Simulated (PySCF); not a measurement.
**Electric properties by functional and basis**

1,2-propanediol, C₃H₈O₂.
SMILES: `C[C@H](O)CO`

PySCF, dipoles from the SCF density, polarisabilities from static response with core orbitals frozen. One conformer (not necessarily the lowest) at the PBE0-D3(BJ)/def2-SVP geometry, without solvent, vibrations or thermal averaging.

The anisotropy is √(½[(α1 − α2)² + (α2 − α3)² + (α3 − α1)²]).

| level | μ (D) | α (au) | anisotropy (au) |
| --- | --- | --- | --- |
| LDA/def2-SVPD | 2.577 | 51.79 | 4.20 |
| PBE/def2-SVPD | 2.485 | 51.19 | 4.09 |
| B3LYP/def2-SVPD | 2.589 | 49.20 | 3.85 |
| PBE0/def2-SVPD | 2.578 | 48.63 | 3.89 |
| BHandHLYP/def2-SVPD | 2.682 | 46.93 | 3.69 |
| CAM-B3LYP/def2-SVPD | 2.666 | 48.37 | 3.72 |
| wB97X-D/def2-SVPD | 2.628 | 48.23 | 3.71 |
| LC-wPBE/def2-SVPD | 2.687 | 47.17 | 3.60 |
| HF/def2-SVPD | 2.765 | 44.72 | 3.48 |
| PBE0/6-31G* | 2.529 | 39.41 | 4.21 |
| PBE0/6-31+G* | 2.744 | 45.16 | 3.31 |
| PBE0/def2-SVP | 2.484 | 40.59 | 4.14 |
| PBE0/aug-cc-pVDZ | 2.489 | 49.68 | 3.97 |
| PBE0/def2-TZVP | 2.493 | 46.32 | 4.24 |
| PBE0/def2-TZVPD | 2.488 | 49.58 | 3.98 |

The dipole runs from 2.48 D (PBE0/def2-SVP) to 2.76 D (HF/def2-SVPD). No reference polarisability is at hand; against PBE0 in the largest diffuse basis at hand (def2-TZVPD) the other PBE0 rows deviate by 6-31G* -21%, 6-31+G* -9%, def2-SVP -18%, def2-SVPD -2%, aug-cc-pVDZ 0%, def2-TZVP -7%. In one basis (def2-SVPD) the functionals order the polarisability from HF (lowest) to LDA (highest), a spread of 16%. With PBE0 the polarisability is 42.11 au without diffuse functions (mean of 6-31G*, def2-SVP and def2-TZVP) and 48.26 au with them (mean of 6-31+G*, def2-SVPD, aug-cc-pVDZ and def2-TZVPD).
